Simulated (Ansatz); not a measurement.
Ansatz (a program for electronic structure) input (HF/3-21G): The .json file is the Basis Set Exchange's 3-21G.

Ansatz 0.2 input:
```yaml
crystal:
  periodic: [false, false, false]
  atoms:
    - {symbol: C, position_ang: [0.00665950, 1.54479392, 0.01509290]}
    - {symbol: C, position_ang: [1.17493834, 0.74565165, 0.01275948]}
    - {symbol: C, position_ang: [1.19231559, -0.65251117, -0.00079146]}
    - {symbol: C, position_ang: [-0.00587912, -1.36377009, -0.01332427]}
    - {symbol: C, position_ang: [-1.19789656, -0.64209902, -0.01185711]}
    - {symbol: C, position_ang: [-1.16846543, 0.75585990, 0.00191054]}
    - {symbol: H, position_ang: [2.15387681, 1.23679856, 0.02212182]}
    - {symbol: H, position_ang: [2.13917154, -1.19434108, -0.00165057]}
    - {symbol: H, position_ang: [-0.01056120, -2.44986618, -0.02393561]}
    - {symbol: H, position_ang: [-2.14938844, -1.17565942, -0.02150474]}
    - {symbol: H, position_ang: [-2.14313261, 1.25551703, 0.00222853]}
basis:
  gaussian:
    orbitals: 3-21G.json
hamiltonian:
  xc: {name: HF}
total_charge: -1
relax: {f_tol: 0.003, max_steps: 120}
```

Output:

```
WARN ansatz: RAYON_NUM_THREADS=4 ignored (pool sized by the plan → 4); use --threads N
Functional definition: HF
integrals: 0.02 GiB planned
952 factors; integrals over basis functions are off by at most 5.6e-4 eV
mean field: 0.18 GiB planned
mean field evaluation 1: about -6221.0868 eV, gradient 2.8e1 eV
mean field evaluation 2: about -6221.4208 eV, gradient 2.8e1 eV
mean field evaluation 4: about -6224.0416 eV, gradient 4.4e0 eV
mean field evaluation 8: about -6224.1167 eV, gradient 1.5e-1 eV
mean field -6224.11694153 eV, -228.7320787433 hartree, gradient 3.2e-5 eV, S^2 0.000000; 0 other end points of the search recorded, 0 dependent functions left out
the calculation of the forces begins
reference -6224.11694153 eV, -228.7320787433 hartree; 21, 21 occupied and 43, 43 virtual orbitals, 952 factors
relax step   1: F+E_penalty+E_count = -6224.11694153 eV  Δ(F+E_penalty+E_count) = +0.000e0 eV  max|allowed force component| = 7.386e-1 eV/Å  Δτ_max = 0.0000 Å  (39 SCF iters, accepted)
these checks for a lower state are left out or cut short: starts, cluster_reference, orbital_swaps, neighbouring_geometries, increment
integrals: 0.02 GiB planned
952 factors; integrals over basis functions are off by at most 5.7e-4 eV
mean field: 0.18 GiB planned
mean field evaluation 16: about -6224.1342 eV, gradient 8.8e-1 eV
mean field -6224.13655528 eV, -228.7327995351 hartree, gradient 2.2e-5 eV, S^2 0.000000; 0 other end points of the search recorded, 0 dependent functions left out
the calculation of the forces begins
reference -6224.13655528 eV, -228.7327995351 hartree; 21, 21 occupied and 43, 43 virtual orbitals, 952 factors
relax step   2: F+E_penalty+E_count = -6224.13655528 eV  Δ(F+E_penalty+E_count) = -1.961e-2 eV  max|allowed force component| = 2.730e-1 eV/Å  Δτ_max = 0.0128 Å  (39 SCF iters, accepted)
these checks for a lower state are left out or cut short: starts, cluster_reference, orbital_swaps, neighbouring_geometries, increment
integrals: 0.02 GiB planned
952 factors; integrals over basis functions are off by at most 5.7e-4 eV
mean field: 0.18 GiB planned
mean field evaluation 32: about -6224.1389 eV, gradient 2.2e-5 eV
mean field -6224.13892638 eV, -228.7328866715 hartree, gradient 2.2e-5 eV, S^2 0.000000; 0 other end points of the search recorded, 0 dependent functions left out
the calculation of the forces begins
reference -6224.13892638 eV, -228.7328866715 hartree; 21, 21 occupied and 43, 43 virtual orbitals, 952 factors
relax step   3: F+E_penalty+E_count = -6224.13892638 eV  Δ(F+E_penalty+E_count) = -2.371e-3 eV  max|allowed force component| = 4.235e-2 eV/Å  Δτ_max = 0.0043 Å  (39 SCF iters, accepted)
these checks for a lower state are left out or cut short: starts, cluster_reference, orbital_swaps, neighbouring_geometries, increment
integrals: 0.02 GiB planned
952 factors; integrals over basis functions are off by at most 5.7e-4 eV
mean field: 0.18 GiB planned
mean field -6224.13890391 eV, -228.7328858459 hartree, gradient 2.2e-5 eV, S^2 0.000000; 0 other end points of the search recorded, 0 dependent functions left out
the calculation of the forces begins
reference -6224.13890391 eV, -228.7328858459 hartree; 21, 21 occupied and 43, 43 virtual orbitals, 952 factors
relax step   4: F+E_penalty+E_count = -6224.13890391 eV  Δ(F+E_penalty+E_count) = +2.247e-5 eV  max|allowed force component| = 3.340e-2 eV/Å  Δτ_max = 0.0025 Å  (39 SCF iters, rejected (line search))
these checks for a lower state are left out or cut short: starts, cluster_reference, orbital_swaps, neighbouring_geometries, increment
integrals: 0.02 GiB planned
952 factors; integrals over basis functions are off by at most 5.7e-4 eV
mean field: 0.18 GiB planned
mean field -6224.13898789 eV, -228.7328889322 hartree, gradient 2.2e-5 eV, S^2 0.000000; 0 other end points of the search recorded, 0 dependent functions left out
the calculation of the forces begins
reference -6224.13898789 eV, -228.7328889322 hartree; 21, 21 occupied and 43, 43 virtual orbitals, 952 factors
relax step   5: F+E_penalty+E_count = -6224.13898789 eV  Δ(F+E_penalty+E_count) = -6.152e-5 eV  max|allowed force component| = 3.902e-3 eV/Å  Δτ_max = 0.0012 Å  (39 SCF iters, accepted)
these checks for a lower state are left out or cut short: starts, cluster_reference, orbital_swaps, neighbouring_geometries, increment
integrals: 0.02 GiB planned
952 factors; integrals over basis functions are off by at most 5.7e-4 eV
mean field: 0.18 GiB planned
mean field -6224.13899031 eV, -228.7328890210 hartree, gradient 2.2e-5 eV, S^2 0.000000; 0 other end points of the search recorded, 0 dependent functions left out
the calculation of the forces begins
reference -6224.13899031 eV, -228.7328890210 hartree; 21, 21 occupied and 43, 43 virtual orbitals, 952 factors
relax step   6: F+E_penalty+E_count = -6224.13899031 eV  Δ(F+E_penalty+E_count) = -2.416e-6 eV  max|allowed force component| = 6.244e-4 eV/Å  Δτ_max = 0.0004 Å  (39 SCF iters, accepted)
integrals: 0.02 GiB planned
952 factors; integrals over basis functions are off by at most 5.7e-4 eV
mean field: 0.18 GiB planned
mean field evaluation 64: about -6223.7566 eV, gradient 9.1e-1 eV
mean field -6224.13899031 eV, -228.7328890210 hartree, gradient 2.2e-5 eV, S^2 0.000000; 1 other end points of the search recorded, 0 dependent functions left out
the calculation of the forces begins
reference -6224.13899031 eV, -228.7328890210 hartree; 21, 21 occupied and 43, 43 virtual orbitals, 952 factors
Total energy: -6224.13899031 eV, -228.7328890210 hartree
Atom 0 at     0.006667     1.546613     0.015111 Å, force    -0.000002    -0.000537    -0.000005 eV/Å
Atom 1 at     1.180959     0.737731     0.012710 Å, force     0.000038    -0.000557    -0.000005 eV/Å
Atom 2 at     1.187796    -0.650097    -0.000789 Å, force     0.000079     0.000624     0.000006 eV/Å
Atom 3 at    -0.005856    -1.358500    -0.013273 Å, force    -0.000001    -0.000291    -0.000003 eV/Å
Atom 4 at    -1.193356    -0.639725    -0.011813 Å, force    -0.000073     0.000624     0.000006 eV/Å
Atom 5 at    -1.174554     0.747992     0.001805 Å, force    -0.000043    -0.000556    -0.000006 eV/Å
Atom 6 at     2.146846     1.227330     0.021997 Å, force     0.000411     0.000215     0.000004 eV/Å
Atom 7 at     2.122945    -1.190329    -0.001687 Å, force     0.000132    -0.000020     0.000000 eV/Å
Atom 8 at    -0.010496    -2.434840    -0.023789 Å, force     0.000001     0.000298     0.000003 eV/Å
Atom 9 at    -2.133128    -1.171789    -0.021391 Å, force    -0.000132    -0.000019    -0.000001 eV/Å
Atom 10 at    -2.136184     1.245988     0.002168 Å, force    -0.000409     0.000218     0.000000 eV/Å
Dipole moment:    -0.004299    -0.997276    -0.009744 e Å
```

The dipole moment of an ion depends on the origin.
